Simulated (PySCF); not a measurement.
Coordinates in bohr (charge 0 multiplicity 1):
```
C     0.0448   -0.8220   -1.1889
H    -0.0380    0.6962   -2.6784
F    -0.0263    0.4822    0.8930
```

All numbers come from PySCF, PBE0, basis C def2-TZVP, H def2-TZVP, F def2-TZVP (no relativity, density fitting).

This geometry of CHF is a stationary point at this level.

Q: What is the point group?

A: Cs.

Q: Is it a minimum?

A: Yes: all harmonic wavenumbers are real.

Q: What are the dipole moment and the gap between the highest occupied and lowest empty levels?

A: 1.50 D and 4.47 eV.

Q: Give the ideal-gas entropy at 298.15 K and 1 bar by parts.

A: translation 152.1, rotation 70.9, vibration 0.2, spin 0.0; total 223.1 J/(mol K).

Only a few start shapes were tried, so a lower isomer may exist.
